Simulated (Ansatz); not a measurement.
**Multireference treatment of CH4S, singlet**

Program: Ansatz, Gaussian basis, development build. Basis cc-pVDZ on C/H, cc-pV(D+d)Z on S, nonrelativistic, no frozen core. State-specific CASSCF; RHF is the lowest restricted (open-shell) Hartree–Fock solution met. No symmetry is imposed, so a solution can break that of the shape. The lowest solution met needn't be the lowest there is, nor hold the orbitals that a chemist would pick.

Geometry:

```csv
atom,x (Å),y (Å),z (Å)
C,0.0000,-0.0190,-1.1504
S,0.0000,0.0866,0.6609
H,0.0000,-1.2330,0.8965
H,0.0000,1.0057,-1.5225
H,0.8923,-0.5218,-1.5234
H,-0.8923,-0.5218,-1.5234
```

(1) What do CASSCF and its corrections give against RHF in CAS(2,2), and what are the occupations?

## Answers

(1) CASSCF -0.419 eV, SC-NEVPT2 -9.318 eV; occupations 1.98, 0.02.
